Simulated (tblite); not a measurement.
Compound: C5H8N (doublet state).
Bonds: C1–C2, C2–C3, C3–C4, C3–C5, C5–N6 (triple). Hydrogens: H7, H8, H9 on C1; H10, H11 on C2; H12, H13, H14 on C4.

A start from a force field or distance geometry was refined with tblite, GFN2-xTB geometry optimisation, gas phase. Values at the start:

```
coordinate    start
     C1–C2  1.516 Å
     C1–H7  1.089 Å
     C2–C3  1.508 Å
    C2–H10  1.083 Å
     C3–C4  1.476 Å
     C3–C5  1.420 Å
    C4–H12  1.105 Å
     C5≡N6  1.165 Å
  C1–C2–C3   112.0°
  C2–C3–C4   119.7°
  C2–C3–C5   119.6°
  C3–C5–N6   179.4°
  C4–C3–C5   120.6°
```

**Question.** How do these coordinates change at the GFN2-xTB level?

**Answer.** 
```tsv
coordinate	GFN2-xTB (Å or °)	change
C3–C5	1.368	-0.052
C1–C2	1.537	+0.021
C2–C3	1.491	-0.017
C4–H12	1.093	-0.012
C3–C4	1.486	+0.010
C2–H10	1.092	+0.009
C5≡N6	1.161	-0.004
C1–H7	1.088	-0.001
C1–C2–C3	111.5	-0.5
C4–C3–C5	120.1	-0.5
C2–C3–C4	120.1	+0.4
C3–C5–N6	179.6	+0.2
C2–C3–C5	119.7	+0.1
```

The energy falls by 8.0 kJ/mol over 31 L-BFGS steps, the largest force on an atom goes from 1.79 to 0.010 eV/Å, and the atoms move by 0.031 Å rms after alignment. The bond that changes most is C3–C5 (ends: carbon bonded to 3 C; carbon bonded to C and N), which shortens by 0.052 Å. Bonds longer at the end by more than 0.005 Å: 3 of 13; shorter: 6. Rotational constants go from 5128, 2524, 1901 to 5125, 2609, 1954 MHz.

On one thread of an Arm Neoverse V1, no GPU, shared host, this took 0.13 s wall.

GFN2-xTB frequencies show an imaginary mode (27i cm⁻¹), so the point is no minimum at that level.

Conformer computed: `[CH3:1][CH2:2][C:3]([CH3:4])[C:5]#[N:6]`: C1–C2–C3–C4 80°.

One conformer stands for the species.
